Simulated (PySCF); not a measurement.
# Basis and Hamiltonian dependence of the electron affinity of C

C- [He] 2s2 2p3 (4S) → C [He] 2s2 2p2 (3P). All values are computed (PySCF 2.14, energy differences of UHF-based or UKS calculations, no spin-orbit coupling). Values in eV.

```json
{"basis": "aug-cc-pVDZ-DK", "Hamiltonian": "spin-free X2C", "functions": "23", "UHF": "0.464", "LDA": "1.785", "PBE0": "1.412", "MP2 (valence)": "1.184", "CCSD(T) (valence)": "1.140", "CCSD(T) (valence and next inner shell)": "n/a"}
{"basis": "aug-cc-pVDZ", "Hamiltonian": "non-relativistic", "functions": "23", "UHF": "0.468", "LDA": "1.788", "PBE0": "1.414", "MP2 (valence)": "1.187", "CCSD(T) (valence)": "1.143", "CCSD(T) (valence and next inner shell)": "n/a"}
{"basis": "aug-cc-pwCVDZ", "Hamiltonian": "non-relativistic", "functions": "27", "UHF": "0.469", "LDA": "1.789", "PBE0": "1.415", "MP2 (valence)": "1.190", "CCSD(T) (valence)": "1.143", "CCSD(T) (valence and next inner shell)": "1.148"}
{"basis": "def2-TZVPPD", "Hamiltonian": "non-relativistic", "functions": "37", "UHF": "0.309", "LDA": "1.460", "PBE0": "1.133", "MP2 (valence)": "1.031", "CCSD(T) (valence)": "0.964", "CCSD(T) (valence and next inner shell)": "0.971"}
{"basis": "dyall-av2z", "Hamiltonian": "non-relativistic", "functions": "42", "UHF": "0.460", "LDA": "1.817", "PBE0": "1.425", "MP2 (valence)": "1.189", "CCSD(T) (valence)": "1.144", "CCSD(T) (valence and next inner shell)": "n/a"}
{"basis": "aug-cc-pCVTZ-DK", "Hamiltonian": "spin-free X2C", "functions": "59", "UHF": "0.451", "LDA": "1.798", "PBE0": "1.409", "MP2 (valence)": "1.263", "CCSD(T) (valence)": "1.217", "CCSD(T) (valence and next inner shell)": "1.222"}
{"basis": "def2-QZVPPD", "Hamiltonian": "non-relativistic", "functions": "63", "UHF": "0.399", "LDA": "1.628", "PBE0": "1.277", "MP2 (valence)": "1.184", "CCSD(T) (valence)": "1.124", "CCSD(T) (valence and next inner shell)": "1.134"}
{"basis": "dyall-av3z", "Hamiltonian": "spin-free X2C", "functions": "71", "UHF": "0.449", "LDA": "1.819", "PBE0": "1.421", "MP2 (valence)": "1.262", "CCSD(T) (valence)": "1.219", "CCSD(T) (valence and next inner shell)": "n/a"}
{"basis": "dyall-av3z", "Hamiltonian": "non-relativistic", "functions": "71", "UHF": "0.452", "LDA": "1.822", "PBE0": "1.424", "MP2 (valence)": "1.265", "CCSD(T) (valence)": "1.221", "CCSD(T) (valence and next inner shell)": "n/a"}
{"basis": "aug-cc-pCVTZ-DK with one added diffuse shell each of s, p, d, f type", "Hamiltonian": "spin-free X2C", "functions": "75", "UHF": "0.451", "LDA": "1.834", "PBE0": "1.425", "MP2 (valence)": "1.266", "CCSD(T) (valence)": "1.222", "CCSD(T) (valence and next inner shell)": "1.227"}
{"basis": "dyall-acv3z", "Hamiltonian": "spin-free X2C", "functions": "76", "UHF": "0.449", "LDA": "1.819", "PBE0": "1.421", "MP2 (valence)": "1.262", "CCSD(T) (valence)": "1.219", "CCSD(T) (valence and next inner shell)": "1.223"}
{"basis": "aug-cc-pVQZ", "Hamiltonian": "non-relativistic", "functions": "80", "UHF": "0.452", "LDA": "1.806", "PBE0": "1.415", "MP2 (valence)": "1.286", "CCSD(T) (valence)": "1.236", "CCSD(T) (valence and next inner shell)": "n/a"}
{"basis": "aug-cc-pVQZ-DK", "Hamiltonian": "spin-free X2C", "functions": "80", "UHF": "0.448", "LDA": "1.804", "PBE0": "1.412", "MP2 (valence)": "1.283", "CCSD(T) (valence)": "1.234", "CCSD(T) (valence and next inner shell)": "n/a"}
{"basis": "aug-cc-pV5Z", "Hamiltonian": "non-relativistic", "functions": "127", "UHF": "0.451", "LDA": "1.815", "PBE0": "1.419", "MP2 (valence)": "1.295", "CCSD(T) (valence)": "n/a", "CCSD(T) (valence and next inner shell)": "n/a"}
```

Extrapolation of MP2 (valence) from aug-cc-pVQZ and aug-cc-pV5Z: the correlation parts are 0.835 and 0.844 eV; with the X⁻³ form and unrounded values, (5³ × 0.844 − 4³ × 0.835)/(5³ − 4³) = 0.854 eV, and adding the Hartree-Fock value 0.451 eV of the larger basis gives 1.305 eV.

Frozen in the all-electron rows: valence: 1s2; valence and next inner shell: nothing.

In most of these bases the highest occupied level of the anion is positive at LDA, PBE0, so the basis helps to hold the electron.

Reference for a calculation without spin-orbit coupling: 1.262 eV (measured; photodetachment measurements, as compiled on the Wikipedia data page of electron affinities).
